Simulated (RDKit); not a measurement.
**C4H10O (SMILES CCCOC): UFF**

We compute a geometry optimisation of C4H10O. 

Program for the calculation: RDKit 2026.09.1.

### 1 The structure to begin with

The species is C4H10O (15 atoms), meant as a singlet with charge 0. SMILES: `CCCOC`. The shape is that of a PBE0-D4/def2-TZVP optimisation. This is one conformer, not always the lowest. The run starts from this shape.

Bond lengths: C1–C2 1.519 Å, C2–C3 1.511 Å, C3–O4 1.405 Å, O4–C5 1.398 Å, C1–H6 1.094 Å, C1–H7 1.092 Å, C1–H8 1.091 Å, C2–H9 1.095 Å, C2–H10 1.095 Å, C3–H11 1.101 Å, C3–H12 1.103 Å, C5–H13 1.090 Å, C5–H14 1.100 Å, C5–H15 1.100 Å. Some angles: C1–C2–C3 113.1°, C2–C3–O4 109.3°, C3–O4–C5 112.5°, C1–C2–H9 110.3°, C1–C2–H10 110.2°, C3–C2–H9 107.9°, C3–C2–H10 108.5°, C2–C1–H6 111.0°, C2–C1–H7 111.3°, C2–C1–H8 110.8°.

### 2 A structure relaxation at UFF

mol.sdf reads:

```

     RDKit          3D

 15 14  0  0  0  0  0  0  0  0999 V2000
   -1.5904   -0.7371   -1.0382 C   0  0  0  0  0  0  0  0  0  0  0  0
   -0.3748   -1.3001   -0.3225 C   0  0  0  0  0  0  0  0  0  0  0  0
    0.6687   -0.2521   -0.0132 C   0  0  0  0  0  0  0  0  0  0  0  0
    0.1251    0.6996    0.8659 O   0  0  0  0  0  0  0  0  0  0  0  0
    1.0279    1.7222    1.1722 C   0  0  0  0  0  0  0  0  0  0  0  0
   -1.3079   -0.2846   -1.9933 H   0  0  0  0  0  0  0  0  0  0  0  0
   -2.3258   -1.5179   -1.2440 H   0  0  0  0  0  0  0  0  0  0  0  0
   -2.0724    0.0331   -0.4342 H   0  0  0  0  0  0  0  0  0  0  0  0
    0.0985   -2.0772   -0.9317 H   0  0  0  0  0  0  0  0  0  0  0  0
   -0.6766   -1.7766    0.6158 H   0  0  0  0  0  0  0  0  0  0  0  0
    1.5579   -0.7173    0.4409 H   0  0  0  0  0  0  0  0  0  0  0  0
    0.9984    0.2424   -0.9425 H   0  0  0  0  0  0  0  0  0  0  0  0
    0.5294    2.4125    1.8534 H   0  0  0  0  0  0  0  0  0  0  0  0
    1.9316    1.3310    1.6616 H   0  0  0  0  0  0  0  0  0  0  0  0
    1.3365    2.2722    0.2715 H   0  0  0  0  0  0  0  0  0  0  0  0
  2  1  1  0
  3  2  1  0
  4  3  1  0
  5  4  1  0
  6  1  1  0
  7  1  1  0
  8  1  1  0
  9  2  1  0
 10  2  1  0
 11  3  1  0
 12  3  1  0
 13  5  1  0
 14  5  1  0
 15  5  1  0
M  END
$$$$
```

ff.py reads:

```python
# UFF minimise with RDKit
import json
import numpy as np
from rdkit import Chem
from rdkit.Chem import AllChem

mol = Chem.MolFromMolFile("mol.sdf", removeHs=False)
symbols = [a.GetSymbol() for a in mol.GetAtoms()]
start = mol.GetConformer().GetPositions().copy()

ff = AllChem.UFFGetMoleculeForceField(mol)
e0 = ff.CalcEnergy()
print(f"start   E = {e0:.5f} kcal/mol")
path, flag, n = [], 1, 0
while flag and n < 2000:
    flag = ff.Minimize(maxIts=20, forceTol=0.0001)
    n += 20
    path.append((n, ff.CalcEnergy(), mol.GetConformer().GetPositions().tolist()))
    print(f"{n:5d}   E = {path[-1][1]:.5f} kcal/mol")
print("converged" if flag == 0 else "iteration limit reached")
final = mol.GetConformer().GetPositions()
for a, p in zip(symbols, final):
    print(f"{a:<2} {p[0]:11.5f} {p[1]:11.5f} {p[2]:11.5f}")
print(f"energy gained {e0 - path[-1][1]:.4f} kcal/mol")
json.dump(dict(symbols=symbols, start=start.tolist(), start_energy=e0, energy=path[-1][1], final=final.tolist(), path=path, success=flag == 0), open("results.json", "w"))
```

Started as:

```sh
python ff.py
```

What values should one expect? Wanted: steric energy.

Answer, from the run:

At UFF:

```
                      quantity       value
steric energy (arbitrary zero)  0.01008 Eh
```

What this shows: At the final geometry: Bond lengths: C1–C2 1.527 Å, C2–C3 1.529 Å, C3–O4 1.413 Å, O4–C5 1.410 Å, C1–H6 1.111 Å, C1–H7 1.110 Å, C1–H8 1.111 Å, C2–H9 1.112 Å, C2–H10 1.112 Å, C3–H11 1.114 Å, C3–H12 1.115 Å, C5–H13 1.109 Å, C5–H14 1.113 Å, C5–H15 1.113 Å. Some angles: C1–C2–C3 111.9°, C2–C3–O4 109.7°, C3–O4–C5 109.3°, C1–C2–H9 108.8°, C1–C2–H10 109.4°, C3–C2–H9 109.0°, C3–C2–H10 109.5°, C2–C1–H6 110.4°, C2–C1–H7 109.5°, C2–C1–H8 110.5°. The optimisation took 220 steps and changed the energy by -0.097 eV.
